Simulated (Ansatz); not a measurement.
# CH₅Si radical: functionals against CCSD(T) at one geometry

One table from this session's results is given with a row withheld; the runs are named, their logs left out.

Method: single points in def2-TZVPP; program: Ansatz 0.2.0, Gaussian basis.

Correlated methods freeze the cores. Orbitals are unrestricted.

## The starting structure

7 atoms, charge 0, spin multiplicity 2.

Atoms are counted from 1 here; the program's logs count them from 0.

Bond lengths: C1–Si2 1.900 Å, C1–H3 1.129 Å, C1–H4 1.132 Å, C1–H5 1.097 Å, Si2–H6 1.527 Å, Si2–H7 1.578 Å. Angles: Si2–C1–H3 102.5°, Si2–C1–H4 103.9°, Si2–C1–H5 111.7°, H3–C1–H4 117.9°, H3–C1–H5 103.6°, H4–C1–H5 116.5°, C1–Si2–H6 113.1°, C1–Si2–H7 114.5°, H6–Si2–H7 106.8°.

Coordinates:

```
C    -0.12757   -0.82048    0.09893
Si    0.18069    1.04645    0.26814
H    -0.21954   -0.95304   -1.01830
H     0.76143   -1.29141    0.61707
H    -1.11866   -1.10332    0.47487
H    -0.98233    1.89526   -0.24090
H     1.47952    1.56535   -0.46259
```

The first run:

run/in.yaml reads:

```yaml
crystal:
  periodic: [false, false, false]
  atoms:
    - {symbol: C, position_ang: [-0.127567, -0.820481, 0.098929]}
    - {symbol: Si, position_ang: [0.180695, 1.046454, 0.268141]}
    - {symbol: H, position_ang: [-0.219543, -0.953044, -1.018301]}
    - {symbol: H, position_ang: [0.761432, -1.291413, 0.617069]}
    - {symbol: H, position_ang: [-1.118663, -1.103323, 0.474873]}
    - {symbol: H, position_ang: [-0.982333, 1.895261, -0.240900]}
    - {symbol: H, position_ang: [1.479525, 1.565349, -0.462593]}
basis:
  gaussian: {orbitals: def2-TZVPP}
magnetization: {spin_polarized: true, initial_magnetization: 1}
hamiltonian: {xc: pbe, dispersion: d4}
output: {forces: true}
```

Launch:

```console
ansatz run in.yaml --threads 2 --pin off --events-out ev --progress --plain --max-ram 3481MiB
```

Steps of the session up to this table: PBE-D4/def2-TZVPP; r2SCAN-D4/def2-TZVPP; PBE0-D4/def2-TZVPP; wB97M-V/def2-TZVPP; CCSD(T)/def2-TZVPP.

One table of the session follows, with a row left open; its other results are not shown here.

```
   method  RMS force component (eV/Å)  angle to CCSD(T) forces (°)  dipole (D)
   PBE-D4                       0.558                          8.0        1.09
r2SCAN-D4                       0.643                          4.6        1.09
  PBE0-D4                       0.640                          5.5        1.05
  wB97M-V                           ?                            ?           ?
  CCSD(T)                       0.664                    reference        0.98
```

Q: Estimate the row for wB97M-V from the others.

**Answer.** RMS force component (eV/Å): 0.677; angle to CCSD(T) forces (°): 3.9; dipole (D): 1.02. In the column «RMS force component (eV/Å)» it is the highest.
